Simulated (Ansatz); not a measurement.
Molecule: allene, C$_{3}$H$_{4}$ (charge 0, singlet). 
Coordinates optimised at B3LYP-D3(BJ)/def2-TZVP (Ansatz, a program for electronic structure):
```xyz
7

C      0.0000     0.0000     0.0000
C     -0.0052     0.0000     1.3001
C      0.0052     0.0000    -1.3001
H     -0.0108     0.9262     1.8632
H     -0.0040    -0.9263     1.8631
H      0.9337     0.0035    -1.8595
H     -0.9188    -0.0034    -1.8668
```

Q: Give the harmonic wavenumbers at B3LYP-D3(BJ)/def2-TZVP (Ansatz, finite differences of forces, unscaled).

A: 372, 372, 873, 873, 883, 1020, 1020, 1113, 1429, 1486, 2047, 3125, 3129, 3199, 3199 cm⁻¹. Zero-point energy 34.5 kcal/mol.

Q: From these and the geometry, give the ideal-gas thermochemistry at 298.15 K and 1 atm (rigid rotor, harmonic oscillator).

A: Point group D2d, rotational symmetry number 4. Rotational constants 146.1, 8.971, 8.971 GHz. S(trans) 36.99, S(rot) 18.09, S(vib) 2.86, S(elec, spin only) 0.00, S 57.9 cal/(mol K). H(298) - H(0) 2.97 kcal/mol; G - E(el) 20.2 kcal/mol.
